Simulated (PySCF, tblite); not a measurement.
# C₄H₅F: geometry, infrared bands, NMR shifts and spin-spin couplings

Aim: predict the infrared bands, NMR shifts and spin-spin couplings of C₄H₅F (`C#CCCF`).

Computed with tblite 0.8.0 and PySCF 2.14.0, with density-fitted response routines of our own, on a single molecule in the gas phase. Atoms are numbered from 0 throughout.

## (1) The starting structure

10 atoms, charge 0, multiplicity 1; geometry from: force field or distance geometry start.

Bonds of the start (Å): C0–C1 1.22, C1–C2 1.45, C2–C3 1.52, C3–F4 1.36, C0–H5 1.05, C2–H6 1.11, C2–H7 1.09, C3–H8 1.11, C3–H9 1.09.

## (2) Optimising the geometry with GFN2-xTB

The job: settings as JSON, then the geometry in Å.

```
{"job": {"kind": "relax", "xc": "GFN2-xTB", "basis": "xTB"}, "charge": 0, "multiplicity": 1}
C      2.283600    -0.401500     0.258600
C      1.138800    -0.317200    -0.145600
C     -0.229400    -0.234200    -0.621600
C     -1.147400     0.457100     0.375000
F     -2.409000     0.501700    -0.118200
H      3.275500    -0.469600     0.604200
H     -0.269300     0.326000    -1.574000
H     -0.622700    -1.225800    -0.841400
H     -1.183100    -0.105200     1.329400
H     -0.828100     1.473300     0.597300
```

Launch:

```sh
$ OMP_NUM_THREADS=1 python probes_run.py task.json out
```

The driver reads the jobs from task.json and runs them one after another.

**Question.** This job is followed by: GFN2-xTB harmonic vibrations, gas phase; GIAO PBE0/pcSseg-1 NMR shielding, non-relativistic, gas phase; B3LYP/pcJ-1 indirect spin-spin coupling, non-relativistic, gas phase. What will the session give for the following? strongest single infrared mode (GFN2-xTB); zero-point energy (GFN2-xTB); ¹³C shifts against TMS (PBE0/pcSseg-1); ¹H shifts against TMS (PBE0/pcSseg-1, means over atoms taken as alike); ¹⁹F shifts against CFCl3 (PBE0/pcSseg-1); surface potential, 1st and 99th percentile; largest coupling of the table (B3LYP/pcJ-1).

**Answer**, as computed:

```
                                                              quantity                       value
                             strongest single infrared mode (GFN2-xTB)        1033 cm⁻¹, 68 km/mol
                                          zero-point energy (GFN2-xTB)               47.2 kcal/mol
                                ¹³C shifts against TMS (PBE0/pcSseg-1)  85.1, 82.5, 77.4, 23.1 ppm
¹H shifts against TMS (PBE0/pcSseg-1, means over atoms taken as alike)        4.79, 2.79, 1.38 ppm
                              ¹⁹F shifts against CFCl3 (PBE0/pcSseg-1)                  -239.8 ppm
                                 surface potential, 1st and 99th percentile          -0.98 V and 1.47 V
                           largest coupling of the table (B3LYP/pcJ-1)     ¹J(C,H) C0–H5, 263.4 Hz
```

Over 24 steps the energy fell by 0.046 eV; of the close pairs, C0–C1 changed most, 1.217 to 1.196 Å. No mode is imaginary among the 24: a minimum at this level. The strongest single mode, at 1033 cm⁻¹, moves mainly C3 and F4. Unscaled tight-binding wavenumbers are off by several per cent, some by more. Its intensities can rank the bands wrongly. The most deshielded hydrogen is H8, H9 (mean) (hydrogen on an sp3 CH2 bonded to F), at 4.79 ppm: its carbon carries F, an electronegative neighbour. At PBE0/pcSseg-1: The largest span, 288 ppm, is at C1, where the paramagnetic term is -161 ppm. Of the pairs tabulated at B3LYP/pcJ-1, C0–H5 couples most strongly (263.4 Hz; Fermi contact 264.0 Hz). Couplings across rotatable bonds belong to this one conformer; where others are populated, the observed values are averages, and the simulated multiplets take (2 J gauche + J anti)/3 across rotating chain bonds.
